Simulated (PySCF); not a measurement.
Species: C4H8.
Atom-mapped SMILES: `[CH3:1]/[CH:2]=[CH:3]/[CH3:4]` (hydrogens: H5, H6, H7 on C1; H8 on C2; H9 on C3; H10, H11, H12 on C4)

Cartesian coordinates in Å at the PBE0-D3(BJ)/def2-SVP level; atoms count from 1:
```xyz
12
C4H8 angstrom
C      1.9631    0.0629   -0.0942
C      0.5081    0.1159   -0.4234
C     -0.4890   -0.1220    0.4341
C     -1.9437   -0.0778    0.1024
H      2.4806   -0.7093   -0.6889
H      2.1303   -0.1606    0.9701
H      2.4623    1.0190   -0.3248
H      0.2514    0.3706   -1.4611
H     -0.2324   -0.3737    1.4725
H     -2.4813    0.6387    0.7463
H     -2.4215   -1.0594    0.2634
H     -2.1124    0.2128   -0.9454
```

Level of theory: PBE0-D3(BJ)/def2-SVP geometry optimisation, gas phase (PySCF 2.14.0).

Masses are those of the commonest isotopes; rigid-rotor values at the optimised geometry. 

(1) What are A, B and C (MHz)?

(2) What kind of rotor is it?

(3) Is it planar, by Δ = Ic − Ia − Ib?

(4) Give the other two planar moments, Paa and Pbb, and the rms extents of the mass along the axes.

## Answers

(1) Ia = 14.58, Ib = 135.67, Ic = 143.96 u·Å²; 505379 MHz·u·Å²/I gives A = 34652, B = 3725, C = 3510 MHz.

(2) A near-prolate asymmetric top: κ = (2 × 3725 − 34652 − 3510)/(34652 − 3510) = -0.99.

(3) Not planar: Δ = Ic − Ia − Ib = -6.29 u·Å². For a rigid frame Δ = −2 Σ m c², so Σ m c² = 3.14 u·Å² lies off the ab plane, practically all of it from hydrogen. The atom farthest from that plane is 0.91 Å away.

(4) Paa = Σ m a² = (Ib + Ic − Ia)/2 = 132.52 and Pbb = Σ m b² = (Ia + Ic − Ib)/2 = 11.44 u·Å². With the mass M = 56.06 u, the rms extents √(P/M) along a, b and c are 1.54, 0.45, 0.24 Å.

The dipole components are |μa| = 0.00 D, |μb| = 0.00 D, |μc| = 0.01 D.

Stationary, but not proved a minimum. Constants of a rigid frame at the computed geometry: no zero-point averaging, no centrifugal distortion. A rigid rotor knows nothing of internal rotation, which can split or shift real lines.
